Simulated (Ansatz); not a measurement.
HCl beside CH4: one fragment in the basis of the whole pair (the partner's atoms are ghosts).

in.yaml

```yaml
crystal:
  periodic: [false, false, false]
  atoms:
    - {symbol: Cl, position_ang: [-0.162923, 0.062562, -2.882443]}
    - {symbol: H, position_ang: [-0.090587, 0.034114, -1.603792]}
basis:
  gaussian:
    orbitals: "def2-TZVPPD.json"
    ghost_atoms:
      - {symbol: C, position_ang: [0.050384, -0.019197, 0.891307]}
      - {symbol: H, position_ang: [-0.722592, 0.691166, 0.595699]}
      - {symbol: H, position_ang: [0.110342, -0.043021, 1.978753]}
      - {symbol: H, position_ang: [1.016159, 0.291346, 0.490928]}
      - {symbol: H, position_ang: [-0.200781, -1.016970, 0.529548]}
correlation: {method: ccsd_t}
```

The basis file named in the input lies beside it (Basis Set Exchange, JSON).

Launched with

```bash
ansatz run in.yaml --threads 2 --pin off --events-out ev --progress --plain --max-ram 5222MiB
```

What Ansatz 0.2.0 printed:

```
Functional definition: HF
  name "HF"
  cite "Fock, Z. Phys. 61, 126 (1930) doi:10.1007/BF01340294"
  parent pbe
  exchange = exact_x
  correlation = 0
963 factors; integrals over basis functions are off by at most 1.0e-3 eV
mean field evaluation 1: about -12519.5491 eV, gradient 1.1e1 eV
mean field evaluation 2: about -12519.5491 eV, gradient 1.1e1 eV
mean field evaluation 4: about -12519.9487 eV, gradient 1.2e0 eV
mean field evaluation 8: about -12519.9571 eV, gradient 2.4e-5 eV
mean field evaluation 16: about -12519.9561 eV, gradient 3.7e-1 eV
mean field -12519.95707746 eV, -460.0999362651 hartree, gradient 1.4e-6 eV, S^2 0.000000; 0 other end points of the search recorded, 0 dependent functions left out
5 core orbitals not correlated: weight in the atoms' cores, before any rotation towards them, 1.000 or more for the frozen orbitals, at most 0.000 for the correlated occupied ones
reference -12519.95707746 eV, -460.0999362651 hartree; 4, 4 occupied and 164, 164 virtual orbitals, 963 factors
second order -5.59139002 eV of doubles, -0.00000000 eV of singles
cycle   1  -6.00505583 eV  change   -4.1e-1 eV  update   4.0e-2
cycle   2  -6.14203199 eV  change   -1.4e-1 eV  update   1.2e-2
cycle   3  -6.14873884 eV  change   -6.7e-3 eV  update   2.9e-3
cycle   4  -6.14811064 eV  change    6.3e-4 eV  update   7.9e-4
cycle   5  -6.14791821 eV  change    1.9e-4 eV  update   1.7e-4
cycle   6  -6.14788613 eV  change    3.2e-5 eV  update   5.5e-5
cycle   7  -6.14788718 eV  change   -1.0e-6 eV  update   1.9e-5
cycle   8  -6.14788885 eV  change   -1.7e-6 eV  update   5.9e-6
perturbative correction -0.22720479 eV, -0.0083496221 hartree
Total energy: -12526.33217111 eV, -460.3342166352 hartree
```

The lines “mean field evaluation” count trial sets of orbitals through the whole run, from several starts and some on an approximate energy, so they need not fall steadily or lie above the final value.

Hardware: 2 CPU threads of an Intel Xeon Platinum 8488C, shared host. Wall time 9.5 s; peak host memory 1.4 GiB.
